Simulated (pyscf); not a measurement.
A first-order saddle from PySCF, ωB97X-D3(BJ)/def2-SVP:

```xyz
8

Bi    -1.4140    -1.1583     0.8641
H     -0.6873     0.8408     0.5765
H     -1.0289    -2.0625    -0.6266
H     -2.9770    -0.6508     0.1688
Ga     0.0316     0.6022    -0.9618
H     -0.1685     1.8292     0.1846
H      1.4565     0.0238    -0.7759
H     -0.9369     0.8380    -2.1411
```
Charge 0, spin multiplicity 1.

Surface: singlet, charge 0. Lowest wavenumbers (cm⁻¹): 1188i, 126, 162, 340, 448.

Name the species on either side of this saddle.

BiH₃ + GaH₃ ⇌ H₂Ga–BiH₂ + H₂, a four-centre exchange read from left to right: Bi–H, Ga–H broken and Bi–Ga, H–H formed. At ωB97M-D3(BJ)/def2-TZVP it lies +64.2 kJ/mol from the left side and +113.4 kJ/mol from the right (each side as separated species at their lowest minima found). On the reactant side the descent ends in an adduct with a Bi–Ga contact (not fully relaxed), 44.8 kJ/mol under the separated species and 84.0 kJ/mol under the saddle at ωB97X-D3(BJ)/def2-TZVP. What is counted as formed (Bi–Ga) is already present as a longer contact in the reactant adduct; forming that adduct is a step of its own. At the saddle there is also a short Ga–H contact that neither side keeps. At ωB97X-D3(BJ)/def2-TZVP the barrier from the zero used here is 39.1 kJ/mol. This is the saddle that the search found; another between the same sides may lie lower. Elements up to Kr have no core potential and no relativistic terms here. Elements past Kr carry the def2 core potentials, without spin-orbit coupling.
